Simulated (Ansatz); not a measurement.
in.yaml

```yaml
crystal:
  periodic: [false, false, false]
  atoms:
    - {symbol: Al, position_ang: [-1.162959, 0.000000, 0.000000]}
    - {symbol: H, position_ang: [-1.955882, 1.373384, 0.000000]}
    - {symbol: H, position_ang: [-1.955883, -1.373384, 0.000000]}
    - {symbol: H, position_ang: [0.974041, 0.000000, 0.000000]}
    - {symbol: C, position_ang: [2.284041, 0.000000, 0.000000]}
    - {symbol: H, position_ang: [2.284041, -1.080022, 0.000000]}
    - {symbol: H, position_ang: [2.284041, 0.540011, 0.935327]}
    - {symbol: H, position_ang: [2.284041, 0.540011, -0.935327]}
basis:
  gaussian: {orbitals: cc-pVDZ}
magnetization: {spin_polarized: true, initial_magnetization: 1}
hamiltonian: {xc: {name: B2PLYP}}
correlation: {electrons: outside_noble_gas}
```

```sh
$ ansatz run in.yaml --threads 1 --pin off --events-out ev --progress --plain --max-ram 2816MiB --backend cpu
```

Log:

```
567 factors; integrals over basis functions are off by at most 1.4e-3 eV
mean field evaluation 1: about -7718.7632 eV, gradient 2.2e1 eV
mean field evaluation 2: about -7718.7981 eV, gradient 2.2e1 eV
mean field evaluation 4: about -7721.4971 eV, gradient 1.2e0 eV
mean field evaluation 8: about -7721.5238 eV, gradient 7.4e-2 eV
mean field evaluation 16: about -7721.5240 eV, gradient 9.1e-5 eV
mean field -7721.52396369 eV, -283.7607718287 hartree, gradient 5.8e-6 eV, S^2 0.763250; 2 other end points of the search recorded, 0 dependent functions left out
6 core orbitals not correlated: weight in the atoms' cores, before any rotation towards them, 1.000 or more for the frozen orbitals, at most 0.000 for the correlated occupied ones
reference -7721.52412945 eV, -283.7607779204 hartree; 7, 6 occupied and 49, 50 virtual orbitals, 567 factors
second order -7.69868668 eV of doubles, -0.00000000 eV of singles
Total energy: -7723.60277486 eV, -283.8371667300 hartree
```

Ran on 1 thread of AMD EPYC 7R13, shared host: 2.6 s wall, 0.25 GiB peak host memory.
